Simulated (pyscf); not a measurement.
Structures and frequencies: ωB97X-D3(BJ)/def2-SVP in PySCF.

For hydrogen chloride (HCl) + Cl–Ge•(Cl)–Cl → Cl–Ge(Cl)(Cl)–Cl + H atom (H•), an atom transfer (doublet surface; Cl–H broken, Cl–Ge formed), PBE/def2-TZVP gives ΔE‡ = 0.83 eV and ΔE = +0.78 eV (zero: the separated reactants). In which direction and how far do r²SCAN/def2-TZVP, M06-2X/def2-TZVP, ωB97M-D3(BJ)/def2-TZVP move these?

r²SCAN: ΔE‡ = 0.79 eV, ΔE = +0.67 eV; M06-2X: ΔE‡ = 1.07 eV, ΔE = +0.57 eV; ωB97M-D3(BJ): ΔE‡ = 1.15 eV, ΔE = +0.66 eV. PBE's barrier lies among them. Its reaction energy lies over all of them, by 0.10 to 0.21 eV. This is the saddle that the search found; another between the same sides may lie lower. The angle at the transferred Cl is 180°. Elements up to Kr have no core potential and no relativistic terms here.
